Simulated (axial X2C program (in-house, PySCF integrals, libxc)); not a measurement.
# Li₂: computed against measured constants

All values were computed with an axial X2C code built on PySCF integrals. Spin-free means the one-electron spin-free X2C Hamiltonian; two-component (2c) means X2C with spin–orbit coupling and atomic mean-field two-electron Coulomb and Gaunt terms, so the difference of the two also holds small scalar two-electron terms. Basis: Li dyall-cv3z [7s8p2d] (cores contracted in-house); Gaussian nuclei, density fitting, unrestricted open shells. Masses: Li 7.016 u.

```
Hamiltonian    level  Re (Å)  ωe (cm⁻¹)  ωexe (cm⁻¹)  De (eV)
  spin-free     PBE0   2.728      340.9         2.25    0.834
  spin-free       HF   2.784      337.4         1.87    0.174
  spin-free      MP2   2.754      339.8         2.09    0.719
  spin-free     CCSD   2.706      344.9         2.49     1.02
  spin-free  CCSD(T)   2.706      344.9         2.49     1.02
  spin-free    PBE50   2.731      346.6         2.08    0.808
         2c     PBE0   2.728      340.9         2.25    0.834
         2c       HF   2.784      337.4         1.87    0.174
         2c      MP2   2.755      339.8         2.09    0.719
         2c     CCSD   2.706      344.9         2.49     1.02
         2c  CCSD(T)   2.706      344.9         2.49     1.02
         2c    PBE50   2.731      346.6         2.08    0.808
```

De refers to Li + Li.

Correlated methods: 2 electrons correlated (number of frozen shells: Li 1 s), 146 virtual spin orbitals or spinors in MP2, 44 natural virtuals in coupled cluster.

Measured (Huber and Herzberg, Constants of Diatomic Molecules, 1979; state 1Σg+): Re (Å) 2.6729, ωe (cm⁻¹) 351.43, ωexe (cm⁻¹) 2.61.

(1) Work out the error of each level, computed minus measured.

The state is a single determinant with fixed occupations, the lowest that a limited PBE0 search found. Closed shells are restricted here (equal orbitals for both partners); the stretched side of such a curve lies too high. Dissociation energies refer to the lowest single-determinant-based atoms at the same level and basis. Coupled cluster ran in a truncated set of natural virtual spinors; the MP2 energy of the rest was added. (T) has no such correction and the atoms are truncated less, which lowers De at CCSD(T) by a hundredth of an eV or more.

Answers

(1) 

| Hamiltonian | level | Re (Å) | ωe (cm⁻¹) | ωexe (cm⁻¹) |
| --- | --- | --- | --- | --- |
| spin-free | PBE0 | 0.055 | -10.5 | -0.36 |
| spin-free | HF | 0.111 | -14.0 | -0.74 |
| spin-free | MP2 | 0.081 | -11.6 | -0.52 |
| spin-free | CCSD | 0.033 | -6.5 | -0.12 |
| spin-free | CCSD(T) | 0.033 | -6.5 | -0.12 |
| spin-free | PBE50 | 0.058 | -4.8 | -0.53 |
| 2c | PBE0 | 0.055 | -10.5 | -0.36 |
| 2c | HF | 0.111 | -14.0 | -0.74 |
| 2c | MP2 | 0.082 | -11.6 | -0.52 |
| 2c | CCSD | 0.033 | -6.5 | -0.12 |
| 2c | CCSD(T) | 0.033 | -6.5 | -0.12 |
| 2c | PBE50 | 0.058 | -4.8 | -0.53 |
